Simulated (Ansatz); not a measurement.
Geometry optimisation, RKS B3LYP/def2-SVP (Ansatz).

input.yaml

```yaml
crystal:
  periodic: [false, false, false]
  atoms:
    - { symbol: Si, position_ang: [0.0, 0.0, 0.0] }
    - { symbol: H, position_ang: [0.0, 0.0, 1.81] }
    - { symbol: H, position_ang: [1.3768, 0.0, -0.4862] }
    - { symbol: H, position_ang: [-0.6877, 1.1914, -0.4862] }
    - { symbol: H, position_ang: [-0.6877, -1.1914, -0.4862] }
    - { symbol: S, position_ang: [-2.3345, 0.0, 0.7757] }
    - { symbol: H, position_ang: [-3.0901, -0.8728, -0.0163] }
    - { symbol: H, position_ang: [-0.9511, 0.0, 1.8802] }
basis:
  gaussian: { orbitals: def2-SVP }
hamiltonian:
  xc: b3lyp
relax:
  f_tol: 0.15
  max_steps: 25
  restrain:
    - { distance: [0, 5], at: 3.36, k: 30.0 }
    - { distance: [7, 1], at: 1.86, k: 30.0 }
    - { distance: [0, 1], at: 1.46, k: 30.0 }
    - { distance: [7, 5], at: 1.4, k: 30.0 }
output:
  orbitals: {}
```

Command:

```bash
$ ansatz run input.yaml --threads 1 --pin off --max-ram 2048MiB --backend cpu --events-out ev --progress --plain --runs-dir out
```

Question: Where does it end, and by what steps?

Answer: It converged. The restraints hold the end off the free minimum; the threshold counts their pulls, which the force column leaves out. Restrained pairs: Si1–S6 (2.46 → 3.37 Å), H2–H8 (0.95 → 1.87 Å), Si1–H2 (1.81 → 1.47 Å), S6–H8 (1.77 → 1.38 Å). After 8 steps the energy has fallen by 3.926 eV (the restraints' own energy left out); H8 moved furthest, 0.83 Å.

| step | energy less start (eV) | largest force component (eV/Å) | accepted |
| --- | --- | --- | --- |
| 0 | 0.0000 | 2.728 | yes |
| 1 | -0.8066 | 2.500 | yes |
| 2 | -1.8057 | 4.572 | yes |
| 3 | -2.9518 | 3.345 | yes |
| 4 | -3.7273 | 1.580 | yes |
| 5 | -3.8767 | 0.927 | yes |
| 6 | -3.9067 | 0.807 | yes |
| 7 | -3.9109 | 0.788 | yes |
| 8 | -3.9259 | 0.772 | yes |

```xyz
8
Properties=species:S:1:pos:R:3
Si 0.263 0.046 -0.113
H 0.047 -0.110 1.335
H 1.731 -0.024 -0.385
H -0.247 1.364 -0.574
H -0.399 -1.072 -0.841
S -2.902 0.166 1.040
H -3.098 -1.140 0.749
H -1.769 -0.103 1.780
```

The run took 19 s on 1 thread of Arm Neoverse V1, with other jobs on the host, peak memory 0.12 GiB.
